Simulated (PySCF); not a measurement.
Gas-phase reaction: 2 SiH₄ + i-Si₄H₁₀ + 3 F₂ = 6 SiH₃F

Computed with PySCF and rigid-rotor harmonic-oscillator thermochemistry at 1 bar. † marks an energy on the PBE0/def2-TZVP geometry and frequencies; other levels use their own. MP2 and CCSD(T) freeze the core. 6-31G* has spherical d functions here. All species are closed-shell singlets. MP2 isn't extrapolated to the basis-set limit; its ΔH°(298 K) is -2296.2 kJ in def2-SVP and -2447.5 kJ in def2-TZVPP. CCSD(T) isn't extrapolated to the basis-set limit. The harmonic model lacks anharmonicity and excited electronic states, which grow with temperature; levels with a mode under 35 cm⁻¹ are left out. Internal rotation in i-Si₄H₁₀ is treated as a harmonic vibration of one conformer, which makes the entropy rough.

```tsv
level	ΔE electronic, kJ	ΔH°(298 K), kJ	ΔS°(298 K), J/K	ΔG°(1000 K), kJ
CCSD(T)/def2-SVP†	-2192	-2174	6	-2162
HF/6-31G*	-2476	-2454	9	-2443
HF/def2-TZVP†	-2591	-2574	6	-2562
MP2/def2-TZVPP†	-2465	-2448	6	-2435
PBE/def2-TZVP†	-2160	-2142	6	-2130
PBE0/def2-TZVP	-2269	-2252	6	-2240
r2SCAN/def2-TZVP†	-2299	-2281	6	-2269
LDA/def2-TZVP†	-2223	-2206	6	-2193
ωB97M-V/def2-TZVP†	-2342	-2325	6	-2313
```
ΔH° is lowest at HF/def2-TZVP† and highest at PBE/def2-TZVP†. No reference value is set beside these.
